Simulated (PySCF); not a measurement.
Gas-phase reaction: 2 H2CSiH2 → H3SiCCH + SiH4

Computed with PySCF and rigid-rotor harmonic-oscillator thermochemistry at 1 bar. † marks an energy on the PBE0/def2-TZVP geometry and frequencies; other levels use their own. MP2 and CCSD(T) freeze the core. 6-31G* has spherical d functions here. All species are closed-shell singlets. B3LYP is the form with VWN-RPA correlation. H2CSiH2: computed as isolated molecules; such fragments, hydroxides, amides, oligomers or adducts are transient or little studied in the gas. MP2 isn't extrapolated to the basis-set limit; its ΔH°(298 K) is -138.1 kJ in def2-SVP and -130.6 kJ in def2-TZVPP. CCSD(T) isn't extrapolated to the basis-set limit; its ΔH°(298 K) is -124.7 kJ in def2-SVP and -121.0 kJ in def2-TZVPP. The harmonic model lacks anharmonicity and excited electronic states, which grow with temperature; levels with a mode under 35 cm⁻¹ are left out.

| level | ΔE electronic, kJ | ΔH°(298 K), kJ | ΔS°(298 K), J/K | ΔG°(1000 K), kJ |
|---|---|---|---|---|
| B3LYP/6-31G* | -104 | -117 | -18 | -100 |
| BLYP/def2-TZVP† | -96 | -110 | -17 | -94 |
| CCSD(T)/def2-TZVPP† | -107 | -121 | -17 | -104 |
| HF/def2-TZVP† | -169 | -183 | -17 | -167 |
| MP2/def2-SVP† | -124 | -138 | -17 | -121 |
| MP2/def2-TZVPP† | -117 | -131 | -17 | -114 |
| PBE/def2-SVP | -78 | -91 | -19 | -72 |
| PBE/def2-TZVP† | -78 | -92 | -17 | -75 |
| r2SCAN/def2-TZVP† | -93 | -106 | -17 | -90 |
| ωB97X-V/def2-TZVP† | -119 | -133 | -17 | -116 |
ΔH° is lowest at HF/def2-TZVP† and highest at PBE/def2-SVP. No reference value is set beside these.
